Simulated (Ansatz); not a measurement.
A nudged elastic band was laid between two geometries of H3NOSi (6 atoms, charge 0, multiplicity 1).

All numbers below come from RKS r2SCAN/def2-SVP (Ansatz).

```yaml
movable_images: 9
climbing_image: yes
spring: 5.0 eV/Å²
optimiser: quadratic models (default)
start_path: through a guess of the saddle point
force_threshold: 0.5 eV/Å
iteration_limit: 60
end_points: relaxed
```

First end point:

```xyz
6
Properties=species:S:1:pos:R:3
N -1.229 -0.535 -0.242
Si 0.205 0.165 -0.291
O 1.114 0.290 1.074
H -1.826 -0.635 -1.059
H 1.037 0.803 -1.342
H 0.698 -0.089 1.861
```

Last end point:

```xyz
6
Properties=species:S:1:pos:R:3
N -1.408 -0.585 -0.399
Si 0.033 0.048 -0.141
O 0.650 -0.003 1.384
H -1.826 -0.574 -1.327
H 1.028 0.727 -1.026
H 1.522 0.387 1.509
```

Q: Which bonds break or form, and what moves?

A: No bond is made or broken. The dihedral N1–Si2–O3–H6 goes from 0 to 180°.

Q: Give the energies along the band, and the barrier.

A: The run converged. The highest image is number 6 of 0 to 10, 0.292 eV above the first end and 0.122 eV above the last; the last end lies 0.170 eV above the first. The threshold of 0.5 eV/Å is loose, so the images may lie well off the minimum-energy path. The order of the stationary point at the top wasn't checked.

| image | path coordinate (Å) | energy (eV) | dihedral N1–Si2–O3–H6 (°) |
| --- | --- | --- | --- |
| 0 | 0.00 | 0.000 | 0 |
| 1 | 0.18 | 0.027 | 14 |
| 2 | 0.35 | 0.098 | 32 |
| 3 | 0.53 | 0.186 | 52 |
| 4 | 0.71 | 0.253 | 73 |
| 5 | 0.89 | 0.288 | 91 |
| 6 | 1.07 | 0.292 | 108 |
| 7 | 1.25 | 0.280 | 127 |
| 8 | 1.43 | 0.241 | 148 |
| 9 | 1.61 | 0.192 | 166 |
| 10 | 1.79 | 0.170 | 180 |

Q: What is the geometry of the highest image?

A: 
```xyz
6
Properties=species:S:1:pos:R:3
N -1.375 -0.505 -0.348
Si 0.070 0.163 -0.212
O 0.675 0.413 1.287
H -1.840 -0.637 -1.244
H 1.082 0.630 -1.201
H 1.387 -0.063 1.718
```

The run took 74 s on 1 thread of Intel(R) Xeon(R) Platinum 8488C (Sapphire Rapids), with other jobs on the host, peak memory 0.13 GiB.
